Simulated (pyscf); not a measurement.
## Routes from H₃C–Zn–SH (SMILES [CH3][Zn][SH]) + H₂ (SMILES [H][H])

Candidate steps break at most two bonds and form at most two. Each was searched with GFN2-xTB (tblite) first. Optimised with ωB97X-D3(BJ)/def2-SVP in PySCF. Energies: ωB97M-D3(BJ)/def2-TZVP, kcal/mol, from the separated reactants, singlet surface; ΔG‡ with ideal gas, 1 atm, RRHO with modes under 100 cm⁻¹ raised to 100, one conformer, R ln 2 for chiral ones without a mode under 150 cm⁻¹.

```csv
products,type,ΔE‡,ΔE,ΔG‡ 298 K,ΔG‡ 900 K,ν‡ (cm⁻¹)
H₃C–ZnH + H₂S,four-centre exchange,35.6,+18.4,43.6,61.4,1214i
CH₄ + HS–ZnH,four-centre exchange,43.1,-10.1,51.7,69.8,1639i
```

Row 1: On the product side the descent ends in a complex, 6.0 kcal/mol under the separated species and 20.4 kcal/mol under the saddle at ωB97X-D3(BJ)/def2-TZVP. 

Plain bond fissions and candidates not yet searched are not listed, and one of them may be faster. Each barrier is that of the saddle found; lower ones may exist. Elements up to Kr have no core potential and no relativistic terms here.
